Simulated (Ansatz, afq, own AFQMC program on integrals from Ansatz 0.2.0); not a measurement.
## Where AFQMC and coupled cluster stand for SiGeH5, doublet

```xyz
7

Ge   -0.9283    0.0141    0.0000
H    -1.4397    1.4607    0.0000
H    -1.4397   -0.7092    1.2528
H    -1.4397   -0.7092   -1.2528
H     0.7157    0.0141    0.0000
Si    2.4287    0.0141    0.0000
H     2.8252   -1.4654    0.0000
```

Basis cc-pVDZ. Only valence electrons are correlated. AFQMC by an in-house program on the Cholesky factors that Ansatz 0.2.0 writes for its CCSD(T) run. ph-AFQMC/CISD is guided by a CISD state made of CCSD amplitudes; releasing the constraint for a short imaginary time cuts its bias at the price of noise, slowly where states lie close. ± is one standard error of the sampling. No spin–orbit coupling.

Determinant: UHF, the one that the program's search chose, which needn't be the lowest solution. The geometry is a point of a scan.

No full CI on the walks' own integrals is used here; CCSDT(Q) serves as the reference and is uncertain by about the last step of the cluster series.

Cautions: no relativity below Rb; no spin-orbit coupling; inner d shell frozen.

```
T1 diagnostic                               : 0.0185
weight of the determinant in the CISD state : 0.852
⟨S²⟩ of the determinant                     : 0.774
size of the correlated space                : 13 electrons in 51 orbitals
```

| level | correlation energy (eV) |
| --- | --- |
| MP2 | -5.1404 |
| CCSD | -6.5385 |
| CCSD(T) | -6.6965 |

Problem. Estimate where phaseless AFQMC with a CISD trial lies against CCSD(T) on the same integrals.

Solution. 1.22 ± 0.09 mEh below CCSD(T).

Reference: CCSDT(Q), correlation energy -6.740 eV. The released energy is read at 2.40 1/Eh (meV from the phaseless value at times in 1/Eh: -1 ± 3 at 0.24, -4 ± 3 at 0.51, -9.5 ± 1.9 at 0.99, -17 ± 3 at 1.62, -13 ± 4 at 2.40).

```tsv
level	E − E(reference) (mEh)	share of correlation (%)
CCSD(T)	1.60	99.36
CCSDT	0.23	99.91
ph-AFQMC/HF	-1.29 ± 0.82	100.52
ph-AFQMC/CISD	0.37 ± 0.09	99.85
released AFQMC	-0.09 ± 0.14	100.04
```

A walk keeps the symmetry of its determinant, which the program's search chose and which needn't be the lowest solution, so a lower state of the same spin and another symmetry isn't excluded. Released energies are given only where the last usable release times agree within the noise; a slower fall can still hide under it.
